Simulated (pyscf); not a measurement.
Optimised with ωB97X-D3(BJ)/def2-SVP in PySCF.

### Question
Estimate by transition-state theory the rate constant of H₂N–SiH•–NH₂ + hydrogen chloride (HCl) -> H₂N–SiH(NH₂)–Cl + H atom (H•) (doublet surface; Cl–H broken, Cl–Si formed) at 900 K, with ωB97M-D3(BJ)/def2-TZVP energies (ideal gas, 1 atm, RRHO with modes under 100 cm⁻¹ raised to 100, one conformer, R ln 2 for chiral ones without a mode under 150 cm⁻¹; no tunnelling).

### Answer
The electronic barrier is 10.7 kcal/mol and the thermal terms add +28.1, so ΔG‡ = 38.8 kcal/mol. With k_BT/h = 1.88e+13 s⁻¹ and RT = 1.788 kcal/mol, and a volume of 1.23e-19 cm³ per molecule at 1 atm, k = 8.9e-16 cm³ molecule⁻¹ s⁻¹. Wigner's tunnelling factor for 584i cm⁻¹ would be 1.04. A shift of 1 kcal/mol in the barrier changes k by a factor 1.7. On the reactant side the descent ends in a complex (not fully relaxed), 6.5 kcal/mol under the separated species and 16.9 kcal/mol under the saddle at ωB97X-D3(BJ)/def2-TZVP. This is the saddle that the search found; another between the same sides may lie lower. The angle at the transferred Cl is 174°.
